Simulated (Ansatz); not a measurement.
Two isomers of C4H6O2: A = `C=C(O)CC=O`, B = `C=COC(C)=O`.

Gas-phase electronic energies from Ansatz, PBE0-D4/def2-TZVP geometries. CBS: MP2 limit from def2 TZ/QZ plus the TZ coupled-cluster correction, frozen cores. DFT in def2-TZVPP. B3LYP here is the variant with VWN-RPA as its local correlation; programs differ in this. One conformer a species, not always the lowest.

(1) Which isomer does CCSD(T)/CBS put lower? Give the gap. (Estimate.)

(2) Give E(B) − E(A) in kcal/mol with B3LYP-D4, HF/def2-TZVPP, r2SCAN-D4, CCSD(T)/def2-TZVPP, CCSD/def2-TZVPP, B2PLYP, MP2/def2-TZVPP. (Estimate.)

Largest T1 diagnostic: 0.014.

## Answers

(1) Ansatz gave: B, by 11.8 kcal/mol.

(2) The calculation gave: B3LYP-D4 -13.5, HF/def2-TZVPP -14.3, r2SCAN-D4 -14.4, CCSD(T)/def2-TZVPP -12.1, CCSD/def2-TZVPP -11.9, B2PLYP -13.4, MP2/def2-TZVPP -11.5. None reverses the order clearly.

In def2-TZVPP, CCSD(T) changes the Hartree–Fock value by +2.2 kcal/mol (the triples alone add −0.2 kcal/mol) and MP2 by +2.8 kcal/mol.
